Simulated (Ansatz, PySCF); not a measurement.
Molecule: CH4S, charge 0, multiplicity 1. 
Geometry from a B3LYP-D3(BJ)/def2-TZVP (Ansatz, a quantum-chemistry and plane-wave program) optimisation:
SMILES: CS
```xyz
6

C     -0.0402     1.1565     0.0077
S     -0.0524    -0.6664    -0.0048
H      1.2792    -0.8404     0.0008
H     -1.0838     1.4664     0.0045
H      0.4371     1.5427     0.9058
H      0.4463     1.5550    -0.8800
```
Charge 0, spin multiplicity 1.

PBE beside other levels, property by property. Valence correlation only, unless marked. Open shells are spin-unrestricted. Spin-orbit coupling is left out. Non-relativistic. CBS marks a two-point X^-3 extrapolation of the correlation energy; Hartree-Fock from the larger set. The bracket is a focal-point correction in the basis named. Rows marked 298 K are enthalpies with B3LYP-D3(BJ) harmonic zero-point and thermal terms from PySCF. Enthalpies of formation rest on the atoms' values in the G2/97 table (older ones for B and Si), with no core term in the frozen-core levels. Vertical energies are electronic, to the SCF solution reached for that spin. Anions need diffuse functions, of which def2-TZVPD holds fewer than the aug- sets. The coupled-cluster column (Ansatz) is a level with limits of its own: (a) RI-MP2/CBS(aug-cc-pV(T+d)Z,aug-cc-pV(Q+d)Z)+[CCSD(T)-MP2]/aug-cc-pV(T+d)Z; (b) RI-MP2/CBS(cc-pV(T+d)Z,cc-pV(Q+d)Z)+[CCSD(T)-MP2]/cc-pV(T+d)Z; (c) CCSD(T)/CBS(cc-pV(T+d)Z,cc-pV(Q+d)Z).

| property | PBE/def2-TZVPD (Ansatz) | SVWN5/def2-TZVPD (Ansatz) | PBE0/def2-TZVPD (Ansatz) | wB97M-V/def2-TZVPD (Ansatz) | coupled cluster | measured |
|---|---|---|---|---|---|---|
| C-S bond dissociation enthalpy, 298 K, to [CH3] (CH3) + [SH] (HS) (kcal/mol) | 75.8 | 93.0 | 73.5 | 75.8 | 75.1 (c) | - |
| vertical ionisation energy to the doublet (eV) | 9.30 | 9.49 | 9.34 | 9.44 | 9.56 (a) | 9.44 |
| enthalpy of formation at 298 K by atomisation (kcal/mol) | -9.4 | -67.2 | -4.2 | -7.4 | -6.1 (c) | -5.5 |
| deprotonation enthalpy (H-S bond), 298 K, to C[S-] + H+ (kcal/mol) | 355.5 | 348.9 | 357.9 | 354.4 | 357.3 (a) | - |
| proton affinity at S, enthalpy at 298 K, to C[SH2+] (kcal/mol) | 186.2 | 180.1 | 186.9 | 183.3 | 185.7 (b) | - |
| H-S bond dissociation enthalpy, 298 K, to C[S] + H atom (kcal/mol) | 83.5 | 95.1 | 83.2 | 86.4 | 87.5 (a) | - |
| C-H bond dissociation enthalpy, 298 K, to [CH2]S + H atom (kcal/mol) | 90.0 | 100.0 | 90.8 | 94.5 | 95.6 (a) | - |
| deprotonation enthalpy (C-H bond), 298 K, to [CH2-]S + H+ (kcal/mol) | 390.1 | 382.4 | 394.9 | 392.4 | 394.7 (a) | - |

Measured values: CCCBDB table in ASE; G2/97 table in ASE (Curtiss et al.); they hold spin-orbit effects, and any other conformers, which all levels lack, and core correlation, which the frozen-core levels lack. This is an older compilation, not checked against later work.

As the rows show:
- C-S bond dissociation enthalpy, 298 K, to [CH3] (CH3) + [SH] (HS): PBE lies 0.7 kcal/mol above coupled cluster.
- vertical ionisation energy to the doublet: PBE lies 0.14 eV below the measured value.
- enthalpy of formation at 298 K by atomisation: PBE lies 3.9 kcal/mol below the measured value.
- deprotonation enthalpy (H-S bond), 298 K, to C[S-] + H+: PBE lies 1.8 kcal/mol below coupled cluster.
- proton affinity at S, enthalpy at 298 K, to C[SH2+]: PBE lies 0.5 kcal/mol above coupled cluster.
- H-S bond dissociation enthalpy, 298 K, to C[S] + H atom: PBE lies 4.0 kcal/mol below coupled cluster.
- C-H bond dissociation enthalpy, 298 K, to [CH2]S + H atom: PBE lies 5.6 kcal/mol below coupled cluster.
- deprotonation enthalpy (C-H bond), 298 K, to [CH2-]S + H+: PBE lies 4.6 kcal/mol below coupled cluster.
